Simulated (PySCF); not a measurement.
How the method moves the HOMO and LUMO of `C#C[C@@H](C)N`

Compound: C₄H₇N.
Geometry (PBE0-D3(BJ)/def2-SVP, Å), atoms numbered from 1 in this order:
```
atom  x, y, z in Å
C1     1.211    2.190    0.148
C2     0.523    1.202    0.018
C3    -0.315    0.012   -0.163
C4     0.474   -1.263    0.128
N5    -1.469    0.082    0.725
H6     1.824    3.063    0.270
H7    -0.593   -0.005   -1.240
H8     0.795   -1.269    1.179
H9     1.357   -1.339   -0.521
H10   -0.161   -2.146   -0.048
H11   -1.989    0.940    0.557
H12   -2.100   -0.690    0.517
```

Basis pcSseg-2 throughout (PySCF), one geometry. Geometry: PBE0-D3(BJ)/def2-SVP, one conformer, isolated molecule.

Task: How do the orbital energies, the gap and the dipole change with the method?

Result: 
| method | kind | HOMO (eV) | LUMO (eV) | gap (eV) | μ (D) | SCF cycles |
| --- | --- | --- | --- | --- | --- | --- |
| BLYP | GGA | -5.63 | -0.50 | 5.13 | 1.50 | 15 |
| OPBE | GGA | -5.68 | -0.39 | 5.29 | 1.50 | 15 |
| PBE | GGA | -5.73 | -0.52 | 5.21 | 1.50 | 15 |
| B97-D | GGA | -5.74 | -0.39 | 5.35 | 1.49 | 14 |
| LDA | LDA | -5.83 | -0.67 | 5.17 | 1.55 | 15 |
| BP86 | GGA | -5.84 | -0.46 | 5.37 | 1.51 | 14 |
| KT2 | GGA | -5.88 | -0.52 | 5.35 | 1.44 | 15 |
| KT3 | GGA | -5.88 | -0.63 | 5.25 | 1.44 | 15 |
| B97-2 | global hybrid | -6.90 | 0.29 | 7.20 | 1.52 | 13 |
| B3LYP | global hybrid | -6.95 | -0.03 | 6.92 | 1.52 | 14 |
| PBE0 | global hybrid | -7.17 | 0.27 | 7.44 | 1.53 | 14 |
| mPW1PW91 | global hybrid | -7.20 | 0.26 | 7.46 | 1.53 | 14 |
| BHandHLYP | global hybrid | -8.49 | 0.83 | 9.32 | 1.55 | 13 |
| CAM-B3LYP | range-separated hybrid | -8.61 | 0.98 | 9.59 | 1.56 | 14 |
| wB97X-D | range-separated hybrid | -9.08 | 1.98 | 11.06 | 1.56 | 14 |
| LC-wPBE | range-separated hybrid | -9.97 | 2.14 | 12.11 | 1.58 | 14 |
| HF | Hartree–Fock | -10.30 | 2.47 | 12.78 | 1.59 | 11 |

The HOMO spans 4.67 eV, from BLYP down to HF, and the gap runs from 5.13 eV (BLYP) to 12.78 eV (HF). Over the methods BLYP (0 %), OPBE (0 %), PBE (0 %), B97-D (0 %), LDA (0 %), BP86 (0 %), KT2 (0 %), KT3 (0 %), B97-2 (21 %), B3LYP (20 %), PBE0 (25 %), mPW1PW91 (25 %), BHandHLYP (50 %), HF (100 %), a straight line through the gap against the share of exact exchange rises by 0.77 eV for each 10 % (correlation coefficient 0.997). The dipole ranges from 1.44 D (KT3) to 1.59 D (HF). This basis has no diffuse functions.

The vertical ΔSCF ionisation energy at CAM-B3LYP/def2-SVPD is 9.55 eV; −ε(HOMO) comes closest to it with LC-wPBE (9.97 eV).
